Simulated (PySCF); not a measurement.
An unknown shows these calculated signals:

¹H NMR (500 MHz, computed): δ 7.19 (m, 1H), 5.79 (ddd, J = 25.0, 13.8, 12.1 Hz, 1H), 4.89 (ddd, J = 15.9, 2.5, 1.0 Hz, 1H), 4.51 (m, 1H).

¹³C{¹H} NMR (computed): δ 167.7 (C, dd, J = 319.8, 6.3 Hz), 162.8 (CH, dd, J = 350.8, 6.2 Hz), 112.2 (CH, dd, J = 20.4, 18.0 Hz), 98.4 (CH2, d, J = 22.1 Hz).

[PySCF 2.14: PBE0-D3(BJ)/def2-SVP geometry; shieldings: GIAO PBE0/pcSseg-1; B3LYP/pcJ-1 coupling constants (spin–dipole term only in couplings to heteroatoms); in vacuum; relativity neglected; single conformer]

Chemical shifts δ = σref − σ; ¹H (σ = 31.27 ppm) and ¹³C (σ = 184.41 ppm) vs TMS, all at this level.

Which of these does the molecule contain: a benzene ring, a vinyl group CH=CH2, a non-aromatic C=C double bond, a Si–H bond?

Answers


- A benzene ring: no.
- A vinyl group CH=CH2: no.
- A non-aromatic C=C double bond: yes.
- A Si–H bond: no.

The data belong to `InChI=1S/C4H4F2/c1-4(6)2-3-5/h2-3H,1H2/b3-2+`; they needn't prove each group on their own.

Carbon signals by region: 2 in the far downfield region (above 160 ppm), 1 in the sp2 and nitrile region (100–160 ppm), 1 at 50–100 ppm. Above 160 ppm: 167.7, fully substituted alkene carbon, 162.8, alkene CH.

C–F couplings over four or more bonds (about 3 Hz to the para carbon of a fluoroarene) are left out. Common functionals overestimate the size of one-bond C–F couplings by tens of Hz; these are unscaled. Multiplet labels drop couplings under 1 Hz and merge nearly equal ones. Unscaled 3J(H,H) at this level run about 10 % above measured values. Shifts are as computed. Against solution values, carbons near 30 ppm lie about +2 ppm off and those near 130 ppm about +5 ppm. Of 1211 compounds with measured shifts, 218 miss one by over three times the rms of a fit or turn the order of signals round; such compounds aren't used in these exercises.
